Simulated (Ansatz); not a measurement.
C$_{3}$H$_{4}$N$_{2}$ (`NC1=C=CN1`), 9 atoms. Total charge 0; spin multiplicity 1. All runs use 2 threads of an Arm Neoverse N1 on a shared host. Correlated methods freeze the cores.

How many basis functions does each run have, and how long does it take in Ansatz? RKS B3LYP-D4/def2-TZVPP energy and forces; direct RPA on PBE orbitals/def2-TZVPP energy; RHF-CCSD(T)/def2-SVP energy; RKS PBE-QIDH (frozen core)/def2-TZVPP energy; RKS ωB97M-V/def2-SVP energy; RKS PBE0-D4/def2-QZVPP energy; RKS B97M-V/def2-TZVPP energy; RKS ωB97M-V/def2-QZVPP energy; RKS PBE0-D4/def2-TZVP frequencies; RHF-MP2/def2-QZVPP energy; RKS PBE0-D4/def2-SVP energy; RKS PBE0-D4/def2-TZVP relaxation (7 steps). (Estimate.)

Ansatz gave: Other jobs shared the machine, so times are rough.

```json
{"level": "RKS PBE0-D4/def2-SVP", "job": "energy", "functions": "90", "wall time": "2.2 s", "peak host memory (GiB)": "0.42"}
{"level": "RHF-CCSD(T)/def2-SVP", "job": "energy", "functions": "90", "wall time": "8 s", "peak host memory (GiB)": "0.42"}
{"level": "RKS B3LYP-D4/def2-TZVPP", "job": "energy and forces", "functions": "211", "wall time": "8 s", "peak host memory (GiB)": "0.45"}
{"level": "RKS ωB97M-V/def2-SVP", "job": "energy", "functions": "90", "wall time": "8.5 s", "peak host memory (GiB)": "0.42"}
{"level": "RKS PBE-QIDH (frozen core)/def2-TZVPP", "job": "energy", "functions": "211", "wall time": "11 s", "peak host memory (GiB)": "0.48"}
{"level": "direct RPA on PBE orbitals/def2-TZVPP", "job": "energy", "functions": "211", "wall time": "13 s", "peak host memory (GiB)": "0.51"}
{"level": "RKS PBE0-D4/def2-QZVPP", "job": "energy", "functions": "405", "wall time": "16 s", "peak host memory (GiB)": "0.96"}
{"level": "RKS B97M-V/def2-TZVPP", "job": "energy", "functions": "211", "wall time": "18 s", "peak host memory (GiB)": "0.28"}
{"level": "RHF-MP2/def2-QZVPP", "job": "energy", "functions": "405", "wall time": "40 s", "peak host memory (GiB)": "2.1"}
{"level": "RKS ωB97M-V/def2-QZVPP", "job": "energy", "functions": "405", "wall time": "40 s", "peak host memory (GiB)": "1.2"}
{"level": "RKS PBE0-D4/def2-TZVP", "job": "relaxation (7 steps)", "functions": "179", "wall time": "47 s", "peak host memory (GiB)": "0.37"}
{"level": "RKS PBE0-D4/def2-TZVP", "job": "frequencies", "functions": "179", "wall time": "4.3 min", "peak host memory (GiB)": "0.42"}
```

B3LYP here is the variant with VWN-RPA as its local correlation; programs differ in this.
